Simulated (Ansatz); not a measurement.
The first iterations of a band of BCl2H (4 atoms, charge 0, multiplicity 1).

Method: Ansatz, RKS BHLYP/def2-SVPD.

```
movable images  : 9
climbing image  : yes
spring          : 5.0 eV/Å²
optimiser       : quadratic models (default)
start path      : straight line
force threshold : 0.03 eV/Å
iteration limit : 60
end points      : relaxed
```

Image 0:

```xyz
4
Properties=species:S:1:pos:R:3
B 0.214 0.000 0.270
H 0.001 0.000 1.437
Cl 1.860 0.000 -0.303
Cl -1.119 0.000 -0.852
```

Image 10:

```xyz
4
Properties=species:S:1:pos:R:3
B -0.609 0.000 -0.420
H 1.250 0.000 0.808
Cl 2.340 0.000 1.522
Cl -2.024 0.000 -1.358
```

| iteration | highest image above the first end (eV) | largest band force component (eV/Å) |
| --- | --- | --- |
| 1 | 4.634 | 1.954 |
| 2 | 4.155 | 1.008 |
| 3 | 4.100 | 1.337 |

Question: Does the band converge within its limit, and where does its top end?

Answer: The run converged. It ended after 11 iterations with the highest image 4.027 eV above the first end. Neighbouring images differ by up to 1.4 eV, so the band resolves the path poorly. Another band between the same ends (9 images) ends at a top of the same energy, where a vibrational analysis finds 1 clearly imaginary mode. The orbitals stay closed-shell, which can raise the energy where a bond breaks towards radicals; this wasn't checked here.

Run time: 3.9 min on 1 thread of Arm Neoverse V1, with other jobs on the host, peak memory 0.15 GiB.
